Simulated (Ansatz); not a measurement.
Species: SiO, charge 0, singlet. SiO (oxosilicon, SMILES [Si]=O).
B3LYP-D3(BJ)/def2-TZVP minimum from Ansatz (a quantum-chemistry and plane-wave program):
```
Si
O 1 1.5131
```

Hartree-Fock and CCSD correlation energies in hartree (Ansatz). Open shells are spin-unrestricted; no spin-orbit coupling. Cores are frozen in correlated methods. No relativity. The T1 diagnostic of OSi (O=[Si], singlet) reaches 0.030 in the sets run.

| basis | X | E(HF) | E(corr, CCSD) |
|---|---|---|---|
| cc-pV(T+d)Z | 3 | -363.84295 | -0.33832 |
| cc-pV(Q+d)Z | 4 | -363.85217 | -0.35932 |
| cc-pV(5+d)Z | 5 | -363.85447 | withheld |

Fit E(corr) = E∞ + A/X³ to X = 3 and 4, predict X = 5, and compare with the run.

A = (-0.33832 - (-0.35932))/(1/27 - 1/64) = 0.9808; E∞ = -0.35932 - A/64 = -0.37464; at X = 5, E∞ + A/125 = -0.36680. The run gave -0.36731, 0.51 mEh below the prediction. The same form on X = 4 and 5 gives E∞ = -0.37569, 1.05 mEh below the first estimate.
